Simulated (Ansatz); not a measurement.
Mulliken charges of C₃H₂O, SMILES `C#CC=O` from ωB97M-V/def2-TZVPP in Ansatz (PBE0-D4/def2-TZVP geometry).

```tsv
atom	x (Å)	y (Å)	z (Å)	charge (e)
C1	-0.362	1.068	-1.032	0.062
C2	-0.096	0.206	-0.239	-0.228
C3	0.273	-0.795	0.734	0.065
O4	-0.319	-1.830	0.889	-0.243
H5	-0.613	1.822	-1.742	0.242
H6	1.160	-0.536	1.342	0.103
```

Question: By hand: the dipole of these point charges (1 e Å = 4.8032 D).

Answer: Σ q r = (0.066, 0.798, -0.461) e Å, of length 0.924 e Å = 4.44 D.

Question: How does the dipole of the full density compare? (Best estimate.)

Answer: Computed: (0.205, 0.537, -0.170) e Å, 2.88 D; the point charges give 1.54 times that, at 20° from its direction.

Point charges leave out the atoms' own dipoles, such as those of lone pairs, and Mulliken's split depends on the basis, so the two needn't agree.
